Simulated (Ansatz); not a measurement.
The input, for Ansatz 0.2.0:

```yaml
crystal:
  periodic: [false, false, false]
  atoms:
    - {symbol: Si, position_ang: [0.000000, -0.024380, 0.460013]}
    - {symbol: C, position_ang: [0.000000, -0.024380, -1.360243]}
    - {symbol: H, position_ang: [0.000000, 2.206722, 2.060857]}
    - {symbol: H, position_ang: [0.000000, -1.236869, 1.329989]}
basis:
  gaussian: {orbitals: cc-pVDZ}
magnetization: {spin_polarized: true, initial_magnetization: 2}
correlation: {method: ccsd_t, electrons: outside_noble_gas}
output: {forces: true}
```

```sh
$ ansatz run in.yaml --threads 1 --pin off --events-out ev --progress --plain --max-ram 2393MiB
```

Log:

```
403 factors; integrals over basis functions are off by at most 1.4e-3 eV
mean field evaluation 1: about -8913.8504 eV, gradient 9.5e0 eV
mean field evaluation 2: about -8913.8526 eV, gradient 9.5e0 eV
mean field evaluation 4: about -8915.4268 eV, gradient 3.2e0 eV
mean field evaluation 8: about -8916.3507 eV, gradient 4.9e-1 eV
mean field evaluation 16: about -8916.3635 eV, gradient 2.6e-6 eV
mean field evaluation 32: about -8916.9626 eV, gradient 2.1e0 eV
mean field evaluation 64: about -8916.4832 eV, gradient 7.4e-3 eV
mean field evaluation 96: about -8916.3635 eV, gradient 6.3e-6 eV
mean field evaluation 128: about -8916.3257 eV, gradient 9.1e-1 eV
mean field evaluation 160: about -8914.3195 eV, gradient 7.3e-1 eV
...
mean field evaluation 608: about -8916.1796 eV, gradient 1.3e0 eV
mean field evaluation 640: about -8915.2422 eV, gradient 3.7e0 eV
mean field evaluation 672: about -8916.2919 eV, gradient 8.6e-3 eV
mean field evaluation 704: about -8915.6829 eV, gradient 3.8e-1 eV
mean field evaluation 736: about -8915.9415 eV, gradient 3.8e0 eV
mean field evaluation 768: about -8914.5906 eV, gradient 4.7e-4 eV
mean field -8917.11249962 eV, -327.6978401251 hartree, gradient 2.9e-6 eV, S^2 3.425583; 19 other end points of the search recorded, 0 dependent functions left out
determinant -8917.11249962 eV, -327.6978401251 hartree, with singles and doubles -8921.97320807 eV, -327.8764678661 hartree
determinant -8916.48323423 eV, -327.6747150485 hartree, with singles and doubles -8921.40075281 eV, -327.8554305233 hartree
determinant -8916.45539399 eV, -327.6736919384 hartree, with singles and doubles -8921.83986737 eV, -327.8715676855 hartree
determinant -8916.36347628 eV, -327.6703140250 hartree, with singles and doubles -8921.86669281 eV, -327.8725535025 hartree
determinant -8916.29189345 eV, -327.6676834045 hartree, with singles and doubles -8921.52695421 eV, -327.8600683389 hartree
determinant -8916.17851903 eV, -327.6635169715 hartree, with singles and doubles -8921.91555884 eV, -327.8743492959 hartree
determinant -8915.10198525 eV, -327.6239550847 hartree, with singles and doubles -8920.36399817 eV, -327.8173304930 hartree
determinant -8914.59055195 eV, -327.6051602577 hartree, with singles and doubles -8919.62462516 eV, -327.7901590360 hartree
determinant -8914.22054109 eV, -327.5915626093 hartree, with singles and doubles -8919.66175669 eV, -327.7915235943 hartree
determinant -8917.11249962 eV, -327.6978401251 hartree, with singles and doubles -8922.03533963 eV, -327.8787511587 hartree
determinant -8916.45539399 eV, -327.6736919384 hartree, with singles and doubles -8921.97057910 eV, -327.8763712530 hartree
determinant -8916.36347628 eV, -327.6703140250 hartree, with singles and doubles -8921.91438020 eV, -327.8743059815 hartree
determinant -8916.29189345 eV, -327.6676834045 hartree, with singles and doubles -8921.59374307 eV, -327.8625227842 hartree
determinant -8916.17851903 eV, -327.6635169715 hartree, with singles and doubles -8922.03351732 eV, -327.8786841898 hartree
determinant -8915.23840812 eV, -327.6289685327 hartree, with singles and doubles -8921.66134524 eV, -327.8650071182 hartree
6 core orbitals not correlated: weight in the atoms' cores, before any rotation towards them, 1.000 or more for the frozen orbitals, at most 0.000 for the correlated occupied ones
reference -8917.11249962 eV, -327.6978401251 hartree; 6, 4 occupied and 30, 32 virtual orbitals, 403 factors
second order -3.55394774 eV of doubles, -0.00000000 eV of singles
cycle   1  -4.92283376 eV  change    6.3e-6 eV  update   4.4e-6
cycle   2  -4.92282594 eV  change    7.8e-6 eV  update   3.5e-6
cycle   3  -4.92282345 eV  change    2.5e-6 eV  update   1.8e-6
cycle   4  -4.92282181 eV  change    1.6e-6 eV  update   1.2e-6
perturbative correction -0.28817107 eV, -0.0105900914 hartree
the calculation of the forces begins
Total energy: -8922.32349250 eV, -327.8893405812 hartree
Atom 0 at     0.000000    -0.024380     0.460013 Å, force     0.000000     0.578596    -1.911125 eV/Å
Atom 1 at     0.000000    -0.024380    -1.360243 Å, force     0.000000    -0.062609     2.271137 eV/Å
Atom 2 at     0.000000     2.206722     2.060857 Å, force     0.000000    -0.398692    -0.308641 eV/Å
Atom 3 at     0.000000    -1.236869     1.329989 Å, force    -0.000000    -0.117295    -0.051371 eV/Å
Dipole moment:    -0.000000    -0.042712     0.358655 e Å
```

Forces (eV/Å):
```
Si   0.000  0.579 -1.911
C    0.000 -0.063  2.271
H    0.000 -0.399 -0.309
H    0.000 -0.117 -0.051
```

Ran on 1 thread of Arm Neoverse N1, shared host: 25 s wall, 0.2 GiB peak host memory.
